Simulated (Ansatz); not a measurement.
BiOCl (P4/nmm, No. 129) was calculated with HSE06+SOC (Ansatz, a first-principles code, plane waves, PAW).

Run with plane-wave cutoff 460 eV, 6×6×4 k mesh (along the axes of the cell as run), Fermi–Dirac smearing 0.01 eV, PAW data made under PBE.

Cell (measured lattice):

Space group P4/nmm, origin choice 1 (No. 129); a = 3.886 Å, b = 3.886 Å, c = 7.349 Å, α = 90.00°, β = 90.00°, γ = 90.00°

```
atom  site  symmetry       x       y       z
----  ----  --------  ------  ------  ------
Bi      2c       4mm  0.5000  0.0000  0.3290
Cl      2c       4mm  0.0000  0.5000  0.1472
O       2b      -4m2  0.5000  0.5000  0.5000
```

Task: Give the computed band gap, smallest direct gap on the k points sampled and Γ–Γ gap.

Result: 
- band gap: 3.25 eV (indirect)
- smallest direct gap on the k points sampled: 3.76 eV
- Γ–Γ gap: 4.56 eV

Note: cell and atoms aren't relaxed at this level (largest force component 0.15 eV/Å, pressure 0.6 GPa).

Computed values are for the static lattice.
